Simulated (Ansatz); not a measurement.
Relaxation of AlFH₂O (5 atoms, charge 0, multiplicity 1), to a largest force component of 0.02 eV/Å in at most 40 steps.

Method: RKS PBE/def2-SVP (Ansatz).

```xyz
5
Properties=species:S:1:pos:R:3:forces:R:3
Al 0.000 0.000 0.000 0.82 0.03 -1.00
H 0.000 0.000 1.560 -0.14 0.05 0.31
O 1.542 0.000 -0.890 -0.77 -1.61 0.39
H 1.841 -0.952 -1.045 -0.26 1.50 0.08
F -1.464 0.000 -0.845 0.35 0.02 0.22
```

Q: Where does it end, and by what steps?

A: It converged. After 9 steps the energy has fallen by 0.302 eV; O3 moved furthest, 0.55 Å.

```tsv
step	energy less start (eV)	largest force component (eV/Å)	accepted
0	0.0000	1.607	yes
1	-0.0695	0.870	yes
2	-0.1076	0.339	yes
3	-0.1488	0.543	yes
4	-0.2028	0.409	yes
5	-0.2852	0.136	yes
6	0.0122	4.057	no
7	-0.3005	0.096	yes
8	-0.3023	0.044	yes
9	-0.3024	0.018	yes
```

```xyz
5
Properties=species:S:1:pos:R:3
Al 0.027 -0.075 0.088
H -0.116 0.236 1.628
O 1.573 -0.424 -0.545
H 1.753 -0.627 -1.476
F -1.318 -0.061 -0.915
```

Run time: 14 s on 1 thread of Arm Neoverse V1, on a shared host, peak memory 0.12 GiB.
